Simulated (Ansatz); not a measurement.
Reaction (substitution at a C–O bond): `C[O][AlH2]` + `[OH][MgH]` → `C[O][MgH]` + `[OH][AlH2]`

Isolated molecules relaxed with PBE0-D4/def2-TZVP in Ansatz; ΔE leaves out vibrations. CBS: MP2 limit from def2 TZ/QZ plus the TZ coupled-cluster correction, frozen cores. This one scheme is used for every species. DFT in def2-TZVPP. B3LYP here is the variant with VWN-RPA as its local correlation; programs differ in this. HSE06 is defined as in plane-wave codes. For Mg outer-core shells are correlated without core-valence functions, which leaves a few kJ/mol of doubt a bond.

```
             level  ΔE (kcal/mol)
         revPBE-D4           -0.7
        r2SCAN0-D4           -0.4
          HSE06-D4           -0.5
          BHLYP-D4           -0.1
             B3LYP           -0.5
      MP2/def2-SVP           -1.2
  CCSD(T)/def2-SVP           -1.4
CCSD(T)/def2-TZVPP           -0.5
```

Problem. What does CCSD(T)/CBS give? (Estimate.)

Solution. Ansatz gave: -0.4 kcal/mol. The listed levels differ from it by -0.3, 0.0, -0.1, 0.3, -0.1, -0.8, -1.0, -0.1 kcal/mol.

Problem. What do rigid-rotor, harmonic-oscillator terms from PBE0-D4/def2-TZVP frequencies (298.15 K, 1 bar) make of the CCSD(T)/CBS value? (Best estimate.)

Solution. Computed: ΔZPE = +0.4 kcal/mol, ΔH = -0.6 kcal/mol, ΔS = -12 J/(mol·K), ΔG = +0.3 kcal/mol.

Largest T1 diagnostic among the species: 0.012.

Leaving LDA and LC-ωPBE aside and taking each functional with its dispersion term where it has one, the values spread over 0.6 kcal/mol, from revPBE-D4 to BHLYP-D4. At CCSD(T), def2-SVP lies −1.0 kcal/mol from the extrapolated value and def2-TZVPP −0.1 kcal/mol.
